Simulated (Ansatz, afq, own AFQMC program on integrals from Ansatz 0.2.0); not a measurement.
AFQMC on a folder of integrals that Ansatz 0.2.0 wrote.

```yaml
crystal:
  periodic: [false, false, false]
  atoms:
    - {symbol: Ge, position_ang: [0.000000, -0.030750, 0.000000]}
    - {symbol: H, position_ang: [0.000000, 1.108044, -1.158429]}
    - {symbol: H, position_ang: [0.000000, 1.108039, 1.158434]}
basis:
  gaussian: {orbitals: aug-cc-pVTZ}
total_charge: -1
magnetization: {spin_polarized: true, initial_magnetization: 1}
correlation: {method: ccsd_t, electrons: outside_noble_gas, hamiltonian_folder: ham}
```

```sh
$ ansatz run in.yaml --threads 1 --pin off --events-out ev --progress --plain --max-ram 16896MiB --backend cuda --devices 0, --max-vram 18GiB
```

afq runs on the folder ham with

```
--method free --trial cisd --walkers 800 --time-step 0.03 --max-blocks 4000 --target-error 0.00032 --factor-cut 1e-05 --seed 6802 --times 0,0.3,0.6,1.2,1.8,2.4,3.6,4.8,6 --taylor-order 8
```

Times are imaginary, in 1/Eh. The walk had a cap of 122 s. Filled inner d shells are frozen with the cores.

Log:

```
orbitals 91  electrons 4 3  factors 583 of 627
reference energy -2076.53866967 Eh
CCSD correlation -0.14463668 Eh in 11 cycles, weight of the determinant in the CISD state 0.9016
repeat  energy at the last time / Eh  error
    10  -2076.689880  0.000263
    20  -2076.689566  0.000205
    30  -2076.689858  0.000188
time / (1/Eh)  energy / Eh  error  mean overlap
  0.00  -2076.683298  0.000031  1.1089
  0.30  -2076.686232  0.000040  1.1122
  0.60  -2076.687623  0.000051  1.1126
  1.20  -2076.688781  0.000059  1.1140
  1.80  -2076.689175  0.000061  1.1189
  2.40  -2076.689546  0.000074  1.1105
  3.60  -2076.689818  0.000105  1.1026
  4.80  -2076.689860  0.000161  1.1039
  6.00  -2076.689865  0.000182  1.0981
energy -2076.689865 +/- 0.000182 Eh
```

The run passed its tests (error under three times the target), which doesn't prove that it has relaxed.

Against this walk (error 5.0 meV) on the same determinant: CCSD(T) 32.5 meV higher, CCSDT(Q) 0.8 meV higher (within the noise). The error is statistical, and a free projection of finite length keeps a remainder of its start.

Cautions: remainder of the start not in the error; no relativity below Rb; no spin-orbit coupling; inner d shell frozen.

The walk took 59 s on 1 × NVIDIA H100 80GB HBM3 with 2 threads of AMD EPYC 7R13 Processor (Zen 3) (shared host) (the card was shared). The log's last line is the free-projection energy.

CCSDT and higher add their correlation energy to the determinant of the CCSD(T) run, since their own runs factorise the integrals more tightly (a shift of under 2 meV). A walk keeps the symmetry of its determinant, which the program's search chose and which needn't be the lowest solution, so a lower state of the same spin and another symmetry isn't excluded.
